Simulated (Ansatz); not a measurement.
This geometry of H + H5NSi (8 atoms, charge 0, multiplicity 2) is a first-order saddle point.

Level of theory: UKS PBE0-D4/6-31G* in Ansatz 0.2.0.

```xyz
8
Properties=species:S:1:pos:R:3
Si 0.073 0.000 -0.023
H 0.042 0.000 1.544
N 1.625 0.000 -0.787
H 2.198 -0.831 -0.731
H 2.200 0.831 -0.729
H -0.652 1.228 -0.454
H -0.652 -1.227 -0.456
H -0.059 -0.001 2.871
```

(1) Which two structures does it join? (They come from a converged band through this point; their orientation in space is the band's.)

(2) How far does it lie above each of them?

## Answers

(1) Bonds broken: Si1–H2. Bonds formed: H2–H8. H + H5NSi becomes H2 + H4NSi.

First end point:

```xyz
8
Properties=species:S:1:pos:R:3
Si 0.077 0.000 -0.187
H 0.015 -0.001 1.310
N 1.652 0.000 -0.909
H 2.224 -0.829 -0.822
H 2.225 0.829 -0.821
H -0.635 1.222 -0.653
H -0.636 -1.221 -0.654
H -0.149 -0.001 3.972
```

Last end point:

```xyz
8
Properties=species:S:1:pos:R:3
Si 0.100 0.001 -0.404
H -0.156 -0.001 2.902
N 1.699 0.000 -1.093
H 2.269 -0.830 -0.991
H 2.270 0.830 -0.992
H -0.595 1.225 -0.915
H -0.595 -1.223 -0.914
H -0.218 -0.002 3.645
```

(2) 0.072 eV above the first and 0.684 eV above the second. This is the barrier of this one path; another mechanism may lie lower.

The run took 110 s on 1 thread of Arm Neoverse V1, with other jobs on the host, peak memory 0.12 GiB.
